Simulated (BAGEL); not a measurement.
# [CH3]− (SMILES [CH3-]) at 6 levels

We compute a comparison of 6 runs (HF/3-21G, HF/6-31G*, HF/cc-pVTZ, CASPT2(8,7)/cc-pVTZ, FCI/STO-3G, FCI/3-21G) of [CH3]−. 

The calculation is run with BAGEL 1.2.2.

## (1) Starting point

The species is [CH3]− (4 atoms), meant as a singlet with charge -1. SMILES: `[CH3-]`. The C1–H3 distance was set to 2.444 Å, away from the relaxed value. At this shape a bond of the SMILES string is far longer than usual.

Bond lengths: C1–H2 1.111 Å, C1–H4 1.111 Å. Angles: H2–C1–H4 104.7°.

## (2) The energy at HF/3-21G (density fitting with cc-pvqz-jkfit) (run 1)

File calc.json:

```json
{ "bagel" : [

{
  "title" : "molecule",
  "basis" : "3-21g",
  "df_basis" : "cc-pvqz-jkfit",
  "angstrom" : true,
  "geometry" : [
    { "atom" : "C", "xyz" : [    0.617976,   -0.212774,    1.352043 ] },
    { "atom" : "H", "xyz" : [    0.898876,    0.842596,    1.556083 ] },
    { "atom" : "H", "xyz" : [   -0.783290,   -0.107350,   -0.647820 ] },
    { "atom" : "H", "xyz" : [    1.559416,   -0.694984,    1.012173 ] }
  ]
},
{ "title" : "hf", "charge" : -1 },
{ "title" : "print", "file" : "orbitals.molden", "orbitals" : true }

]}
```

Command:

```
$ BAGEL_NUM_THREADS=1 BAGEL calc.json > calc.out
```

The program printed:

```text
* using 1 threads per process

  ===============================================================
  ===============================================================

  *** Geometry ***

  { "atom" : "C", "xyz" : [      1.167805,     -0.402085,      2.554991 ] },
  { "atom" : "H", "xyz" : [      1.698629,      1.592276,      2.940571 ] },
  { "atom" : "H", "xyz" : [     -1.480204,     -0.202862,     -1.224202 ] },
  { "atom" : "H", "xyz" : [      2.946869,     -1.313329,      1.912730 ] },

  Number of auxiliary basis functions:      259

  Since a DF basis is specified, we compute 2- and 3-index integrals:
    o Being stored without compression. Storage requirement is 0.000 GB

  Number of basis functions:       15
  Number of electrons      :        9

    * METHOD: MOLECULE                             0.03

  *** RHF ***

  === Nuclear Repulsion ===
     7.6765031903

      * DIIS with orbital gradients will be used.

  === RHF iteration (3-21g) ===
      0        -39.03028653          0.05201266           0.00
      1        -39.08773327          0.02513780           0.00
      2        -39.10415326          0.00365874           0.00
      3        -39.10526313          0.00132389           0.00
      4        -39.10548478          0.00066786           0.00
      5        -39.10554885          0.00031561           0.00
      6        -39.10556607          0.00005401           0.00
      7        -39.10556643          0.00001815           0.00
      8        -39.10556647          0.00000246           0.00
      9        -39.10556647          0.00000063           0.00
     10        -39.10556647          0.00000023           0.00
     11        -39.10556647          0.00000009           0.00
     12        -39.10556647          0.00000005           0.00
     13        -39.10556647          0.00000001           0.00
     14        -39.10556647          0.00000000           0.00
    * SCF iteration converged.

    * Permanent dipole moment:
           (   -2.006131,    -0.347776,    -1.453262) a.u.

    * METHOD: HF                                   0.03

    * METHOD: PRINT                                0.00

  ===============================================================
```

Wall time 0.24 s (1 thread of Arm Neoverse V2, shared host).

## (3) The energy at HF/6-31G(d) (density fitting with cc-pvqz-jkfit, spherical functions) (run 2)

File input.json:

```json
{ "bagel": [

{
  "title": "molecule",
  "basis": "6-31gs.json",
  "df_basis": "cc-pvqz-jkfit",
  "angstrom": true,
  "geometry": [
    { "atom": "C", "xyz": [       0.617976,      -0.212774,       1.352043 ] },
    { "atom": "H", "xyz": [       0.898876,       0.842596,       1.556083 ] },
    { "atom": "H", "xyz": [      -0.783290,      -0.107350,      -0.647820 ] },
    { "atom": "H", "xyz": [       1.559416,      -0.694984,       1.012173 ] }
  ]
},

{
  "title": "hf",
  "charge": -1
},

{
  "title": "print",
  "file": "orbitals.molden",
  "orbitals": true
}

]}
```

The basis set 6-31G* is read from a file made from the Basis Set Exchange's data (not shown).

Command:

```
$ BAGEL_NUM_THREADS=1 BAGEL input.json > input.out
```

The program printed:

```text
* using 1 threads per process

  ===============================================================
  ===============================================================

  *** Geometry ***

  { "atom" : "C", "xyz" : [      1.167805,     -0.402085,      2.554991 ] },
  { "atom" : "H", "xyz" : [      1.698629,      1.592276,      2.940571 ] },
  { "atom" : "H", "xyz" : [     -1.480204,     -0.202862,     -1.224202 ] },
  { "atom" : "H", "xyz" : [      2.946869,     -1.313329,      1.912730 ] },

  Number of auxiliary basis functions:      259

  Since a DF basis is specified, we compute 2- and 3-index integrals:
    o Being stored without compression. Storage requirement is 0.001 GB

  Number of basis functions:       20
  Number of electrons      :        9

    * METHOD: MOLECULE                             0.03

  *** RHF ***

  === Nuclear Repulsion ===
     7.6765031903

      * DIIS with orbital gradients will be used.

  === RHF iteration (6-31gs.json) ===
      0        -39.23165960          0.04572155           0.00
      1        -39.30984434          0.02264642           0.00
      2        -39.33650633          0.00351650           0.00
      3        -39.33802473          0.00096335           0.00
      4        -39.33817836          0.00044001           0.00
      5        -39.33822308          0.00023451           0.00
      6        -39.33823974          0.00005919           0.00
      7        -39.33824066          0.00001515           0.00
      8        -39.33824071          0.00000297           0.00
      9        -39.33824071          0.00000050           0.00
     10        -39.33824071          0.00000010           0.00
     11        -39.33824071          0.00000002           0.00
     12        -39.33824071          0.00000001           0.00
     13        -39.33824071          0.00000000           0.00
    * SCF iteration converged.

    * Permanent dipole moment:
           (   -2.050114,    -0.306292,    -1.623951) a.u.

    * METHOD: HF                                   0.03

    * METHOD: PRINT                                0.00

  ===============================================================
```

It took 0.24 s on 1 thread of Arm Neoverse V2, shared host.

Runs 3 to 5 aren't shown in full; the table further down has their settings and results.

## (4) The energy at FCI/3-21G (density fitting with cc-pvqz-jkfit) (run 6)

File job.json:

```json
{ "bagel": [

{
  "title": "molecule",
  "basis": "3-21g",
  "df_basis": "cc-pvqz-jkfit",
  "angstrom": true,
  "geometry": [
    { "atom": "C", "xyz": [    0.617976,   -0.212774,    1.352043 ] },
    { "atom": "H", "xyz": [    0.898876,    0.842596,    1.556083 ] },
    { "atom": "H", "xyz": [   -0.783290,   -0.107350,   -0.647820 ] },
    { "atom": "H", "xyz": [    1.559416,   -0.694984,    1.012173 ] }
  ]
},
{ "title": "hf", "charge": -1 },
{ "title": "fci", "nstate": 1, "charge": -1, "ncore": 1 }

]}
```

Command:

```
$ BAGEL_NUM_THREADS=1 BAGEL job.json > job.out
```

The program printed:

```text
* using 1 threads per process

  ===============================================================
  ===============================================================

  *** Geometry ***

  { "atom" : "C", "xyz" : [      1.167805,     -0.402085,      2.554991 ] },
  { "atom" : "H", "xyz" : [      1.698629,      1.592276,      2.940571 ] },
  { "atom" : "H", "xyz" : [     -1.480204,     -0.202862,     -1.224202 ] },
  { "atom" : "H", "xyz" : [      2.946869,     -1.313329,      1.912730 ] },

  Number of auxiliary basis functions:      259

  Since a DF basis is specified, we compute 2- and 3-index integrals:
    o Being stored without compression. Storage requirement is 0.000 GB

  Number of basis functions:       15
  Number of electrons      :        9

[... 15 lines left out ...]
    * SCF iteration converged.
[... 1 line left out ...]
    * Permanent dipole moment:
[... 22 lines left out ...]
 Space is made up of 4 determinants.
  o forming links

     guess   0:   closed 1111..........       open ..............

  === FCI iteration ===

      0  0       -39.10556647     4.78e-04      1.36
      1  0       -39.20561612     2.35e-04      1.34
      2  0       -39.22712501     1.33e-04      1.29
[... 16 lines of this table left out ...]
     19  0       -39.24005183     2.97e-10      1.38
    ** throwing out 1 trial vectors **
     20  0       -39.24005183     1.04e-10      1.37
    ** throwing out 1 trial vectors **
     21  0 *     -39.24005183     3.67e-11      1.15

     * ci vector, state   0, <S^2> = -0.0000
       2222..........    -0.8877424687
       222.2.........     0.2937977594
       222ba.........    -0.1616578094
       222ab.........    -0.1616578094
       22a2b.........    -0.0631146729
       22b2a.........    -0.0631146729

    * METHOD: FCI                                 30.20

  ===============================================================
```

Wall time 31 s (1 thread of Arm Neoverse V2, shared host); peak memory 0.81 GiB.

## (5) The series

| run | level | iteration cap | active rule | energy (Eh) | wall time |
| --- | --- | --- | --- | --- | --- |
| 1 | HF/3-21G (density fitting with cc-pvqz-jkfit) | – | – | -39.105566 | 0.24 s |
| 2 | HF/6-31G* (density fitting with cc-pvqz-jkfit, spherical functions) | – | – | -39.338241 | 0.24 s |
| 3 | HF/cc-pVTZ (density fitting with cc-pvqz-jkfit) | – | – | -39.386891 | 0.36 s |
| 4 | CASPT2(8,7)/cc-pVTZ (density fitting with cc-pvqz-jkfit) | 200 | valence | -39.598728 | 3 s |
| 5 | FCI/STO-3G (density fitting with cc-pvqz-jkfit) | – | – | -38.724798 | 0.22 s |
| 6 | FCI/3-21G (density fitting with cc-pvqz-jkfit) | – | – | -39.240052 | 31 s |

## (6) Results

| quantity | value |
| --- | --- |
| run 6: total energy | -39.24005 Eh |

What this shows: Over runs 1, 2, 3 the HOMO–LUMO gap runs from 9.06 eV (HF/cc-pVTZ) to 9.76 eV (HF/3-21G). The empty levels of an anion lie above zero and hang on the basis. In run 5 the basis is minimal, so the values are rough. All runs together took 35 s, the longest 31 s.
